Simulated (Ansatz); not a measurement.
Two structures, one formula

Two relaxed structures of HS$_{2}$O (charge -1), closed shell (PBE0-D4/def2-TZVPD; forces vanish, vibrations not checked).

A:

```
atom    x (Å)    y (Å)    z (Å)
  S1  -1.7645  -0.4842   0.7612
  O2   0.6415   0.3898  -0.7849
  S3  -0.2098   0.7864   0.6520
  H4   0.9259  -0.5214  -0.6477
```

B:

```xyz
4
angstrom
S 1.3664 1.8457 -1.7304
O -0.1325 0.6929 0.5674
S 0.2864 0.3884 -0.8417
H 1.3323 -0.5038 -0.6840
```

Program: Ansatz 0.2.0. Basis: def2-TZVPPD. Cores are frozen in the correlated methods. B3LYP uses VWN-RPA correlation.

Problem. Which structure is lower at CCSD(T), and by how much? (Judge from chemistry; the value comes from the calculation.)

Solution. Computed: A, by 0.258 eV (electronic energy, against the other). By their contacts, A is HS₂O ([OH][S][S]), total charge -1 and B is HS₂O ([O][SH][S]), total charge -1.

All methods give the same order:

| method | E(B) − E(A) (eV) |
| --- | --- |
| PBE-D4 | 0.143 |
| r2SCAN-D4 | 0.109 |
| PBE0-D4 | 0.177 |
| B3LYP-D4 | 0.217 |
| wB97M-V | 0.280 |
| HF | 0.314 |
| MP2 | 0.184 |
| CCSD | 0.283 |
| CCSD(T) | 0.258 |

T1 diagnostic: at most 0.020.

Labels in which every atom is bracketed show which atoms are joined, not bond orders.

For scale, one of the runs: CCSD(T)/def2-TZVPPD, 159 basis functions, launched by `ansatz run in.yaml --threads 2 --pin off --events-out ev --progress --plain --max-ram 4352MiB`. Time: 22 s of wall clock on 2 CPU threads of an Arm Neoverse V1; the host was shared. Peak host memory: 1.1 GiB.
